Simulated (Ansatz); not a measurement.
Species: CH2, charge 1, doublet. CH2+ (parent SMILES [CH2], doublet).
B3LYP-D3(BJ)/def2-TZVP minimum from Ansatz (a quantum-chemistry and plane-wave program):
```
C
H 1 1.0973
H 1 1.0973 2 141.38
```
Charge +1, spin multiplicity 2.

Total energies in aug-cc-pVTZ, 5 correlated electrons, 1 frozen orbitals. UHF or UKS for unpaired electrons; spin-orbit terms are left out. Cores are frozen in correlated methods. No relativity.

```
method    program  energy (Eh)  minus CCSDT(Q) (mEh)
--------  -------  -----------  --------------------
HF         Ansatz    -38.58154                118.86
MP2        Ansatz    -38.67787                 22.54
CCSD       Ansatz    -38.69772                  2.69
CCSD(T)    Ansatz    -38.69994                  0.47
CCSDT(Q)   Ansatz    -38.70041                  0.00
```

Rough core times of Ansatz's runs on a shared machine: CCSD(T) under 20 s, CCSDT(Q) 3 min.
